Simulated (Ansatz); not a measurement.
## Magnesium, hcp: convergence with the k-point mesh

Computed with Ansatz, PBE, scalar-relativistic PAW, on the relaxed cell (a = 3.195 Å, c = 5.188 Å (c/a = 1.624); spin not included). Errors count from a run at 420 eV on a Γ-centred 19×19×10 mesh with Fermi-Dirac smearing of 0.1 eV, extrapolated to zero width. Fixed here: cutoff 420 eV, Fermi-Dirac width 0.1 eV. The SCF starts from atomic densities corrected by a trained network.

```csv
k-mesh,E(σ→0) error (meV/atom),P (GPa),SCF iterations
2×2×1,129.5,0.27,6
3×3×2,348.6,0.78,6
4×4×2,-11.0,-0.03,6
7×7×4,-11.9,0.22,6
9×9×5,1.9,0.05,6
12×12×7,-1.4,0.03,6
16×16×9,1.2,0.07,6
```

Task: What does the run at 6×6×3 give (k-mesh)?

Result: E(σ→0) error (meV/atom): 45.3; P (GPa): 0.13; SCF iterations: 6.

Within 5 meV/atom of the last row: from 9×9×5 on.
